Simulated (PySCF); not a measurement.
Molecule: Phosphorus pentafluoride, F₅P.

Geometry:
```tsv
atom	x (Å)	y (Å)	z (Å)
F1	0.642	-0.574	-1.352
P2	0.003	-0.005	-0.008
F3	1.110	1.104	0.049
F4	0.244	-1.389	0.692
F5	-1.344	0.268	-0.763
F6	-0.636	0.564	1.337
```

Geometry PBE0-D3(BJ)/def2-SVP throughout; GIAO in PySCF, gas phase, one conformer, non-relativistic; equivalent atoms averaged; functional PBE0.

For orientation, 6-311+G(2d,p) gives these shifts δ (against CFCl3, H3PO4 at the same level): F6 -49.3, F1 -49.3, F3/F4/F5 -57.9, P2 -63.4 ppm.

A run gave: F6 -111.5, F1 -111.6, F3/F4/F5 -132.8, P2 -8.8 ppm (shifts δ (against CFCl3, H3PO4 at the same level)).

**Question.** Which basis set was used in that run?
A. STO-3G
B. 6-31G*
C. def2-TZVP
D. def2-SVP

**Answer.** A. F3/F4/F5 tells them apart best: STO-3G gives -132.8, def2-SVP gives -35.9, def2-TZVP gives -52.8, 6-31G* gives -48.6 ppm.
